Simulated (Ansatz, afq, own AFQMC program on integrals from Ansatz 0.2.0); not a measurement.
**Atomization energy of BGeH3, singlet**

```xyz
5

Ge   -0.0288    0.0000    0.2536
B     0.1335    0.0000   -1.6270
H     0.4143    1.2770    0.9714
H     0.4143   -1.2770    0.9714
H    -0.1832    0.0000   -2.7670
```

Connectivity, by distances: GeH2–BH.

Atoms in their ground-state spins without spin–orbit coupling (mostly on UHF) minus the molecule (RHF), without zero-point energy. The geometry is a stationary point, not shown to be a minimum.

Basis cc-pVTZ. Noble-gas cores (and the filled d shells of Ga–Kr and In–Xe) are frozen. AFQMC by an in-house program on the Cholesky factors that Ansatz 0.2.0 writes for its CCSD(T) run. The CISD trial takes its coefficients from CCSD amplitudes. Released means that phaseless walkers are propagated on without the constraint, phases kept. Uncertainties: one standard error, sampling alone. No spin–orbit coupling. The errors of all members are added in quadrature.

No full CI on the walks' own integrals is used here; CCSDT(Q) serves as the reference and is uncertain by about the last step of the cluster series. Each member takes its own surest rung, up to full CI.

The best estimate is CCSD(T) at the basis-set limit (CBS: def2-TZVPP and def2-QZVPP, with their diffuse functions for anions and beside diffuse sets, CCSD(T) itself extrapolated) plus the step from CCSD(T) to CCSDT(Q) in cc-pVTZ. Rows without CBS are in cc-pVTZ; B2PLYP and the wave-function rows carry a basis error of their own. Core correlation and relativity beyond core potentials are missing, and ± holds the sampling alone.

Cautions: inner d shell frozen; no relativity below Rb; no spin-orbit coupling; BGeH₃ (singlet): restricted determinant unstable towards unrestricted (UHF 201 meV lower, ⟨S²⟩ 0.51), its ph-AFQMC/CISD value lies 34 ± 5 meV above CCSDT(Q).

Best estimate: 1226.4 kJ/mol.

```tsv
level	atomization energy (kJ/mol)	error against the best estimate (kJ/mol)
HF	874.2	-352.2
MP2	1170.9	-55.5
CCSD	1170.2	-56.1
CCSD(T)	1190.8	-35.6
ph-AFQMC/CISD	1191.2 ± 0.5	-35.2 ± 0.5
released AFQMC	1193.3 ± 0.6	-33.0 ± 0.6
HF/CBS	877.8	-348.6
MP2/CBS	1205.5	-20.8
CCSD(T)/CBS	1223.6	-2.8
PBE	1235.4	9.0
r2SCAN	1248.8	22.4
PBE0	1218.2	-8.2
B3LYP	1224.4	-1.9
wB97M-V	1218.9	-7.5
B2PLYP	1209.9	-16.5
surest rungs in cc-pVTZ	1193.6	-32.8
```

Correlation beyond CCSD(T) adds 2.8 kJ/mol. Going to the basis-set limit adds 32.8 kJ/mol at CCSD(T). The perturbative (T) step is worth +20.5 kJ/mol.

Best estimates are given only where the step beyond CCSD(T) is under 0.3 eV and no member's determinant is very poor (T1 over 0.05, or 0.07 for open shells, ⟨S²⟩ too high by 0.3, two states mixed), so the hardest cases are missing from such tables.

The functionals ran in a triple-zeta set and keep a basis error of their own, a few kJ/mol for each bond in atomization energies and more for double hybrids, so close places among them and the extrapolated levels can swap.

Each member of a difference takes its own highest rung, so a best estimate needn't equal the limit plus the step of one row. A walk keeps the symmetry of its determinant, which the program's search chose and which needn't be the lowest solution, so a lower state of the same spin and another symmetry isn't excluded. Released energies are given only where the last usable release times agree within the noise; a slower fall can still hide under it.
